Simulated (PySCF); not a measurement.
Gas-phase reaction: 3 Si₂H₆ + 2 (CH₃)₃SiH = 3 (CH₃)₂Si + 5 SiH₄

Energies from PySCF, thermal terms from the rigid-rotor harmonic-oscillator model, ideal gas at 1 bar. † marks an energy on the PBE0/def2-TZVP geometry and frequencies; other levels use their own. CCSD(T) freezes the core. 6-31G* has spherical d functions here. All species are closed-shell singlets. (CH₃)₂Si: computed as isolated molecules; such fragments, hydroxides, amides, oligomers or adducts are transient or little studied in the gas. CCSD(T) isn't extrapolated to the basis-set limit.

HF/6-31G* gives ΔH°(298 K) = 607 kJ.

Problem. What do CCSD(T)/def2-SVP†, PBE0/def2-SVP†, r2SCAN/def2-TZVP† give?

Solution. CCSD(T)/def2-SVP†: 621 kJ; PBE0/def2-SVP†: 706 kJ; r2SCAN/def2-TZVP†: 724 kJ. For scale, ΔH°(298 K) is 607 kJ at this level, 647 kJ at ωB97M-V/def2-TZVP†, and runs from 575 to 760 kJ over the 17 levels computed († marks an energy on the PBE0/def2-TZVP geometry).
